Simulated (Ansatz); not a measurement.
**B₂⁺, quartet: reading a ladder of total energies**

Geometry: a point of a stretch scan, not a stationary point.

```
atom   x (Å)   y (Å)   z (Å)
   B  0.0000  0.0000  0.0000
   B  0.0000  0.0000  1.9380
```

Basis cc-pVTZ; Ansatz 0.2.0. Correlated methods freeze the noble-gas cores, which leaves 5 electrons in 58 orbitals. R marks a restricted (for open shells ROHF) determinant, U an unrestricted one.

Full CI is exact within this basis and frozen core; it isn't the basis-set limit. The frozen core follows each run's orbitals, which can shift R against U totals by a few meV.

Runs differ by some tens of microhartree through their thresholds and, for an open shell, their frozen cores, so the step to full CI, which has another core, is uncertain by up to 0.1 kcal/mol.

| level | total energy (hartree) |
| --- | --- |
| UHF | -48.805281 |
| UMP2 | -48.878644 |
| UCCSD | -48.900957 |
| UCCSD(T) | -48.905764 |
| UCCSDT | -48.907218 |
| UCCSDT(Q) | -48.907415 |
| full CI | -48.907449 |

Problem. What is the correlation energy at full CI, and what share of it do UMP2 and UCCSDT recover?

Solution. E(corr) = -48.907449 − (-48.805281) = -0.102168 hartree = -2.780 eV. UMP2: -0.073363 / -0.102168 = 71.81 %. UCCSDT: -0.101937 / -0.102168 = 99.77 %.

Problem. By how many kcal/mol does UCCSD(T) miss full CI (1 hartree = 627.509 kcal/mol), and which steps make up the rest?

Solution. -48.905764 − (-48.907449) = 0.001685 hartree = 1.06 kcal/mol. Steps: UCCSDT − UCCSD(T) = -0.91, UCCSDT(Q) − UCCSDT = -0.12, full CI − UCCSDT(Q) = -0.02 kcal/mol. Differences between like states or geometries often cancel part of this.
